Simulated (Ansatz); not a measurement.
# What H3PO2 (SMILES O=[PH2]O) costs in Ansatz

The species is H3PO2 (6 atoms), meant as a singlet with charge 0. SMILES: `O=[PH2]O`. Geometry: relaxed at GFN2-xTB. This is one conformer, not always the lowest.

```xyz
6

O    -0.2881   -1.5169   -0.9086
P    -0.1619   -0.1801   -0.3715
O     0.5355   -0.1851    1.0669
H    -1.3513    0.5063   -0.1566
H     0.6162    0.7035   -1.1105
H     0.6496    0.6723    1.4802
```

Program: Ansatz 0.2.0. Hardware: 1 thread of Arm Neoverse V1, shared host, so times are rough. Ansatz fits the integrals of SCF and DFT runs by default. Its times include its search for lower SCF states.

Task: Estimate their order by wall time, quickest first.
A. energy at FCI/STO-3G, 7 core orbitals frozen
B. energy at CCSD/STO-3G, 7 core orbitals frozen
C. energy at CAM-B3LYP/STO-3G
D. energy at CCSDTQ/STO-3G, 7 core orbitals frozen
E. energy at CCSDT(Q)/STO-3G, 7 core orbitals frozen

Result: B (0.22 s), E (0.62 s), C (1.6 s), D (14 s), A (50 s).
